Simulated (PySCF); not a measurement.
## Four-centre ligand exchange

Start structure (SiH$_{5}$F, closed shell), relaxed at PBE0-D4/def2-TZVP:

```xyz
7
angstrom
Si -0.5746 0.4201 -0.5630
H 0.4572 -0.6617 -0.5629
H -1.1062 0.5259 -1.9428
H -1.6512 0.0486 0.3845
H 0.0686 1.6902 -0.1526
H 1.2632 -0.9974 0.9949
F 1.5383 -0.9973 1.8785
```

The step: SiH₄ + HF → SiH₃F ([F][SiH3]) + H₂; bonds formed: Si1–F7, H2–H6; bonds broken: Si1–H2, H6–F7. Computed with PySCF 2.14 with density fitting (its default auxiliary sets; JK sets also for MP2 and CCSD(T)) (basis: def2-TZVPP and def2-QZVPP); correlated methods freeze the cores. Extrapolation: Hartree–Fock as exp(−7.88 √X), correlation as X^−2.97. Energies below are by CCSD(T) at an estimated basis limit (MP2 extrapolated from triple and quadruple zeta, plus CCSD(T) − MP2 in triple zeta).

(1) What are the electronic barrier and the energy of the step, from the start structure to the end structure? (Judge from chemistry; the value comes from the calculation.)

No T1 diagnostic of these runs exceeds 0.014.

## Answers

(1) The calculation gives: Barrier 1.534 eV; step energy -1.052 eV (downhill); reverse barrier, their difference, 2.586 eV. Barrier and step energy count from the start structure, the reverse barrier from the end structure.

The saddle point: One imaginary mode of 1132i cm⁻¹.
```json
{"pair": "Si1–F7", "start (Å)": "3.53", "saddle (Å)": "1.94", "end (Å)": "1.60"}
{"pair": "H2–H6", "start (Å)": "1.79", "saddle (Å)": "0.97", "end (Å)": "0.75"}
{"pair": "Si1–H2", "start (Å)": "1.50", "saddle (Å)": "1.70", "end (Å)": "4.19"}
{"pair": "H6–F7", "start (Å)": "0.93", "saddle (Å)": "1.21", "end (Å)": "2.66"}
```

Zero-point energy (harmonic, PBE0-D4): ZPE is 1.152 eV at the start and 1.118 eV at the saddle, so the barrier goes from 1.534 to 1.500 eV.

Labels in which every atom is bracketed show which atoms are joined, not bond orders.

For scale, one of the runs: CCSD(T)/def2-TZVPP, 143 basis functions, launched by `OMP_NUM_THREADS=4 python run.py`. Time: 88 s of wall clock on 4 CPU threads of an Arm Neoverse N1; the host was shared. Peak host memory: 0.78 GiB.
